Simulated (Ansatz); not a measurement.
```yaml
crystal:
  periodic: [false, false, false]
  atoms:
    - {symbol: B, position_ang: [-0.068833, -0.114348, 0.000555]}
    - {symbol: Cl, position_ang: [1.669208, -0.156927, 0.012695]}
    - {symbol: Cl, position_ang: [-0.920002, 1.401546, -0.018119]}
    - {symbol: H, position_ang: [-0.680373, -1.130271, 0.004869]}
basis:
  gaussian: {orbitals: STO-3G, final_grid: {core_spheres: 20, valence_spheres: 16, degree: 47}}
hamiltonian: {xc: {name: LC-wPBE}}
scf: {omitted_lower_state_checks: [starts]}
output: {forces: true}
```

```sh
$ ansatz run in.yaml --threads 2 --pin off --events-out ev --progress --plain --max-ram 4352MiB
```

Output, abridged:

```
Functional definition: LC-wPBE
271 factors; integrals over basis functions are off by at most 3.8e-5 eV
130 factors; integrals over basis functions are off by at most 6.8e-6 eV
mean field evaluation 1: about -25448.0713 eV, gradient 2.4e1 eV
mean field evaluation 2: about -25450.1262 eV, gradient 1.3e1 eV
mean field evaluation 4: about -25450.7037 eV, gradient 1.1e-1 eV
mean field evaluation 8: about -25450.6865 eV, gradient 5.1e-4 eV
mean field -25450.68649693 eV, -935.2954776672 hartree, gradient 5.3e-6 eV, S^2 0.000000; 0 other end points of the search recorded, 0 dependent functions left out
reference -25450.68649693 eV, -935.2954776673 hartree; 20, 20 occupied and 4, 4 virtual orbitals, 271 factors
Total energy: -25450.68649693 eV, -935.2954776673 hartree
Atom 0 at    -0.068833    -0.114348     0.000555 Å, force    -0.438214    -0.727673     0.002410 eV/Å
Atom 1 at     1.669208    -0.156927     0.012695 Å, force     0.506686    -0.055103     0.004119 eV/Å
Atom 2 at    -0.920002     1.401546    -0.018119 Å, force    -0.285770     0.421727    -0.005310 eV/Å
Atom 3 at    -0.680373    -1.130271     0.004869 Å, force     0.217297     0.361049    -0.001219 eV/Å
Dipole moment:    -0.111974    -0.186025     0.000854 e Å
Checks for a lower state left out: starts
```

Run time 0.6 s (2 threads of Arm Neoverse V2 on a shared host).

LC-ωPBE has ω = 0.4 bohr⁻¹.
